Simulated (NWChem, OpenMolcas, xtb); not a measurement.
## SiCl2 (SMILES Cl[Si]Cl): methods side by side

SiCl2: 3 atoms, total charge 0, spin state singlet. SMILES: `Cl[Si]Cl`. Geometry: relaxed at PBE0-D4/def2-TZVP.

```csv
atom,x (Å),y (Å),z (Å)
Cl,0.2938,1.6038,0.3380
Si,-0.7701,-0.0104,-0.4220
Cl,0.4763,-1.5934,0.0840
```

Each level gives the dipole moment (D). The values are calculated.

```
         level             kind     program  value (D)   CPU time
      GFN1-xTB   semi-empirical         xtb       2.44  under 2 s
    HF/cc-pVTZ     Hartree–Fock  OpenMolcas       1.08       16 s
 SVWN5/cc-pVTZ              LDA      NWChem       0.82       99 s
  BLYP/cc-pVTZ              GGA  OpenMolcas       0.87       28 s
revPBE/cc-pVTZ              GGA  OpenMolcas       0.74       28 s
  TPSS/cc-pVTZ         meta-GGA  OpenMolcas       0.76       33 s
 B3LYP/cc-pVTZ    global hybrid  OpenMolcas       0.98       24 s
M06-2X/cc-pVTZ  hybrid meta-GGA  OpenMolcas       1.14       31 s
```

The values span 0.74 to 2.44 D. Magnitudes only. Times are those of the runs behind each value, whatever else they computed, on shared processors of several kinds: orders of magnitude only.
